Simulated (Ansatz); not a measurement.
Cubic perovskite BaTiO3 (cubic high-temperature phase), treated with PBE (plane waves, PAW; Ansatz, a first-principles code).

Run with plane-wave cutoff 520 eV, 6×6×6 k mesh, no spin polarisation, scalar-relativistic PAW data made under PBE.

Cell (measured lattice):

BaTiO3 has the cubic space group Pm-3m (No. 221), the cubic perovskite structure, Pearson symbol cP5. Cell: a = 4.001 Å, b = 4.001 Å, c = 4.001 Å, α = 90.00°, β = 90.00°, γ = 90.00°. Ba on 1a sees 12 O at 2.829 Å (cuboctahedral). Ti on 1b sees 6 O at 2.001 Å (octahedral). O on 3c is surrounded by 2 Ti at 2.001 Å and 4 Ba at 2.829 Å (octahedral). (Neighbours: up to the widest gap in distance over summed covalent radii, below 1.35, at either atom; cation-cation and far metal-metal contacts left out.)

Predict the elastic constant C12, Voigt–Reuss–Hill shear modulus (Hill average), Voigt–Reuss–Hill bulk modulus, elastic constant C11 and elastic constant C44.


- elastic constant C12 = 109 GPa
- Voigt–Reuss–Hill shear modulus (Hill average) = 111 GPa
- Voigt–Reuss–Hill bulk modulus = 173 GPa
- elastic constant C11 = 301 GPa
- elastic constant C44 = 122 GPa

Note: held by symmetry at 0 K, a high-temperature phase can be a saddle point; the cell isn't this level's own, so it is under some stress, which shifts stiffness and frequencies.

Elastic constants are with the ions relaxed.

Spin–orbit coupling is not included.

It cost very roughly 50 core-seconds of CPU time.
